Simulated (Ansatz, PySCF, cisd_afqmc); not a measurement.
System: C₂H₇N, charge 0, singlet. C2H7N (SMILES CCN).
B3LYP-D3(BJ)/def2-TZVP minimum from Ansatz (a first-principles code):
```
C
H 1 1.0932
H 1 1.0932 2 106.13
N 1 1.4627 2 107.63 3 115.01
H 4 1.0142 1 110.48 2 64.07
H 4 1.0142 5 106.70 1 -120.14
C 1 1.5281 2 109.64 3 -118.33
H 7 1.0931 1 110.87 2 -62.07
H 7 1.0931 8 107.82 1 121.53
H 7 1.0933 8 107.89 9 116.28
```

Atomisation energy term by term, kcal/mol (programs: Ansatz, cisd_afqmc). UHF or UKS for unpaired electrons; spin-orbit terms are left out. Cores are frozen in correlated methods. Rows without X2C or -DK are non-relativistic. AFQMC is phaseless with a CISD trial state; ± is one standard error, without the phaseless bias. Outlying blocks are dropped, and bars are widened where a walk drifts. Over all cases where full CI ran beside it in this data, AFQMC minus full CI had a median of +0.1 mEh and passed +0.4 mEh in a tenth of the cases. CBS(X,Y): correlation extrapolated as X^-3, Hartree-Fock from the larger set. A bracket is a step between two methods taken in the basis named. 'core' is core correlation in cc-pwCVTZ, 'X2C' scalar relativity in cc-pVTZ-DK, both at CCSD(T). For partners of very few electrons the exact lower level stands in for a higher one.

```tsv
term	basis	kcal/mol
Hartree-Fock	cc-pVQZ	642.43
CCSD correlation	CBS(cc-pVTZ,cc-pVQZ)	223.00
(T)	CBS(cc-pVTZ,cc-pVQZ)	11.33
CCSDT(Q) - CCSD(T)	cc-pVDZ	0.47
core correlation	cc-pwCVTZ	2.92
scalar relativity	X2C, cc-pVTZ-DK	-0.65
minus zero-point energy	Hessian by PySCF at B3LYP-D3(BJ)/def2-TZVP	-57.97
sum: D0		821.5
```

The step beyond CCSD(T) by other levels: AFQMC/CISD in cc-pVDZ 0.52 ± 0.27 kcal/mol.
